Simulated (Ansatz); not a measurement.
# C₂HFO₂: small, medium and large basis sets

Aim: see how fast density functionals converge with the basis set for C₂HFO₂.

The runs use Ansatz 0.2.0, Gaussian basis; one geometry, several basis sets.

Levels to be run: PBE0-D4/def2-SVP; ωB97M-V/def2-SVP; PBE0-D4/def2-QZVPP; ωB97M-V/def2-QZVPP; the functionals' def2-TZVPP values are taken from earlier runs.

## (1) The geometry

All runs share one geometry, relaxed beforehand with PBE0-D4 in a triple-zeta def2 set.

SMILES `O=C=C(O)F`, 6 atoms, charge 0, spin multiplicity 1.

Atoms are counted from 1 here; the program's logs count them from 0.

Bond lengths: O1–C2 1.163 Å, C2–C3 1.315 Å, C3–O4 1.343 Å, C3–F5 1.345 Å, O4–H6 0.966 Å. Angles: O1–C2–C3 179.0°, C2–C3–O4 123.1°, C2–C3–F5 119.6°, O4–C3–F5 117.1°, C3–O4–H6 110.0°.

Coordinates:

```mol
C2HFO2
  3D, bonds by distance, orders not assigned

  6  5  0  0  0  0  0  0  0  0999 V2000
    0.8481   -2.0986    0.3177 O   0  0
    0.5369   -1.0000    0.0960 C   0  0
    0.1625    0.2356   -0.1528 C   0  0
   -1.1133    0.5805   -0.3917 O   0  0
    1.0938    1.1948   -0.2964 F   0  0
   -1.4858    1.0237    0.3811 H   0  0
  1  2  8  0
  2  3  8  0
  3  4  8  0
  3  5  8  0
  4  6  8  0
M  END
```

## (2) PBE0-D4 in def2-SVP

Contents of in.yaml:

```yaml
crystal:
  periodic: [false, false, false]
  atoms:
    - {symbol: O, position_ang: [0.848138, -2.098594, 0.317731]}
    - {symbol: C, position_ang: [0.536858, -0.999973, 0.095970]}
    - {symbol: C, position_ang: [0.162468, 0.235642, -0.152771]}
    - {symbol: O, position_ang: [-1.113329, 0.580483, -0.391721]}
    - {symbol: F, position_ang: [1.093796, 1.194772, -0.296412]}
    - {symbol: H, position_ang: [-1.485830, 1.023668, 0.381103]}
basis:
  gaussian: {orbitals: def2-SVP}
hamiltonian: {xc: pbe0, dispersion: d4}
output: {orbitals: {seedname: orbitals}}
```

Command:

```
ansatz run in.yaml --threads 2 --pin off --events-out ev --progress --plain --max-ram 4352MiB
```

The runs that follow: ωB97M-V in def2-SVP; PBE0-D4 in def2-QZVPP; ωB97M-V in def2-QZVPP.

Q: Predict the results of all the runs planned. Wanted: PBE0-D4: double and triple zeta above quadruple; ωB97M-V: double and triple zeta above quadruple.

As calculated:

```
                                       quantity           value
PBE0-D4: double and triple zeta above quadruple  11.06, 0.47 eV
ωB97M-V: double and triple zeta above quadruple  11.28, 0.44 eV
```

**Reading.** PBE0-D4 gains 10.59 eV from double to triple zeta, then 0.47 eV more. Total energies overstate the basis error of differences, where much of it tends to cancel.
